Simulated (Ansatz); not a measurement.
**How methods differ on NO (nitric oxide)**

The species is NO (2 atoms), meant as a doublet with charge 0. As SMILES, `[N]=O`. The shape was relaxed beforehand at wB97X-V/def2-SVP.

```
atom    x (Å)    y (Å)    z (Å)
   N  -0.4858   0.1778  -0.2451
   O   0.4858  -0.1778   0.2451
```

Each level gives the dissociation energy of the O2–N1 bond into triplet O and quartet N (shapes relaxed at wB97X-V/def2-SVP, no zero-point term) (eV). The values are calculated.

| level | kind | program | value (eV) | less CCSD(T)/def2-TZVPP |
| --- | --- | --- | --- | --- |
| UHF/def2-TZVPP | Hartree–Fock | Ansatz | 2.32 | -3.90 |
| USVWN5/def2-TZVPP | LDA | Ansatz | 8.61 | +2.39 |
| UBLYP/def2-TZVPP | GGA | Ansatz | 7.21 | +0.99 |
| UB3LYP/def2-TZVPP | global hybrid | Ansatz | 6.72 | +0.50 |
| UB2PLYP/def2-TZVPP | double hybrid | Ansatz | 6.65 | +0.43 |
| RPA@PBE/def2-TZVPP | RPA | Ansatz | 6.17 | -0.05 |
| UMP2/def2-TZVPP | perturbation theory | Ansatz | 6.59 | +0.37 |
| UCCSD(T)/def2-TZVPP | coupled cluster or CI | Ansatz | 6.22 | 0.00 |

UCCSD(T)/def2-TZVPP is the highest level here, not the true value. The values span 2.32 to 8.61 eV. Hartree–Fock misses the correlation of the electron pair that is broken and comes out low. Measured bond enthalpies also hold zero-point and thermal terms, a few tenths of an eV less.
